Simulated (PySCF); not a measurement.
Run record: excited-state job, `CO[C@@H](C)C#N` ((2S)-2-methoxypropanenitrile).

Computed with TDDFT CAM-B3LYP/def2-SVPD, vertical, gas phase, core orbitals frozen in the response (PySCF 2.14.0, density-fitted response routines). Geometry: GFN2-xTB. The command runs a driver script over a list of jobs; the input below is this job's line of settings and its coordinates in Å.

Command:
```bash
OMP_NUM_THREADS=1 python probes_run.py task.json out
```

Input:
```
{"job": {"kind": "uv", "xc": "CAM-B3LYP", "basis": "def2-SVPD", "nstates": 8, "ntriplets": 3}, "charge": 0, "multiplicity": 1}
C      1.937518    -0.142749     0.022146
O      0.698772    -0.096337     0.686638
C     -0.423171    -0.152235    -0.172206
C     -1.681724    -0.255854     0.690144
C     -0.508853     1.029747    -1.022335
N     -0.558318     1.962440    -1.680982
H      2.039956    -1.066337    -0.562415
H      2.697493    -0.120125     0.800361
H      2.072545     0.715936    -0.645414
H     -0.342884    -1.031951    -0.840319
H     -1.625388    -1.154604     1.297951
H     -2.567195    -0.294908     0.060971
H     -1.743139     0.607464     1.347731
```

Task: What does the run print?

Result: 
```
coarse grid: 10832 points
cycle   1  E = -286.0798437404  dE =  7.743e-01  |g| = 6.927e-01  |ddm| = 4.854e+00
cycle   2  E = -285.9510974207  dE =  1.287e-01  |g| = 1.087e+00  |ddm| = 2.141e+00
cycle   3  E = -286.1817323716  dE = -2.306e-01  |g| = 1.081e-01  |ddm| = 1.292e+00
cycle   4  E = -286.1833065352  dE = -1.574e-03  |g| = 6.861e-02  |ddm| = 1.808e-01
cycle   5  E = -286.1842191849  dE = -9.126e-04  |g| = 1.183e-02  |ddm| = 8.841e-02
cycle   6  E = -286.1842478752  dE = -2.869e-05  |g| = 2.932e-03  |ddm| = 1.916e-02
cycle   7  E = -286.1842499888  dE = -2.114e-06  |g| = 4.383e-04  |ddm| = 5.965e-03
final grid: 104640 points
cycle   8  E = -286.2428814588  dE = -3.088e-05  |g| = 3.538e-03  |ddm| = 5.874e-02
cycle   9  E = -286.2428814235  dE =  3.528e-08  |g| = 3.813e-03  |ddm| = 1.069e-02
cycle  10  E = -286.2428842186  dE = -2.795e-06  |g| = 6.170e-04  |ddm| = 4.359e-03
cycle  11  E = -286.2428842872  dE = -6.857e-08  |g| = 2.413e-04  |ddm| = 9.100e-04
cycle  12  E = -286.2428842960  dE = -8.804e-09  |g| = 1.262e-04  |ddm| = 4.274e-04
cycle  13  E = -286.2428842994  dE = -3.394e-09  |g| = 1.100e-05  |ddm| = 1.263e-04
cycle  14  E = -286.2428842995  dE = -3.990e-11  |g| = 3.916e-06  |ddm| = 3.279e-05
converged SCF energy = -286.2428842995

Static polarisability (au): isotropic 56.671, principal 47.531 59.321 63.162

Singlet excitations
state   eV       nm        f      main configurations
  1   7.4340    166.8   0.00461   H->L 0.51, H->L+1 0.36
  2   7.6111    162.9   0.00122   H-1->L+1 0.47, H-1->L+2 0.10
  3   7.9327    156.3   0.01705   H->L+1 0.43, H->L 0.36
  4   8.1222    152.6   0.00576   H-2->L+1 0.18, H-1->L+3 0.14, H-2->L+2 0.10
  5   8.2886    149.6   0.00551   H-2->L+3 0.24, H-2->L 0.13, H-2->L+1 0.09
  6   8.4856    146.1   0.00589   H->L+2 0.63, H->L+3 0.16
  7   8.8693    139.8   0.00264   H->L+3 0.44, H-1->L 0.12, H->L+2 0.10
  8   8.9377    138.7   0.03405   H-1->L 0.48, H->L+3 0.12

Triplet excitations (Tamm-Dancoff, eV): 6.4326 6.9230 6.9993
```

The SCF starts on a coarse grid where the log names one; the energy can jump when the final grid takes over, and dE then counts from the start density on the new grid. H and L stand for HOMO and LUMO; the number after each pair is its weight.

Task: Which computed singlet has the largest oscillator strength, and what do all of them sum to?

Result: State 8 at 8.94 eV (139 nm), f = 0.034; the 8 states sum to 0.077.

Task: Give S1 in cm⁻¹ and kJ/mol.

Result: 7.4340 eV × 8065.54 = 59959 cm⁻¹; × 96.485 = 717.3 kJ/mol.

In short: HOMO -9.88 eV, LUMO 1.01 eV; lowest singlet 7.43 eV; lowest triplet 6.43 eV (Tamm–Dancoff); mean polarisability 56.7 au.

Task: How long does this job take on Intel Xeon Platinum 8375C at 2.90 GHz, one thread, no GPU, on a shared host? And the peak memory of the process?

Result: About 30 s (density and orbital grids were written too), with 0.76 GiB resident at the peak, the Python interpreter and its libraries included.

One conformer stands for the species.
Labels such as C1 count atoms from 1, the log's own numbers from 0.
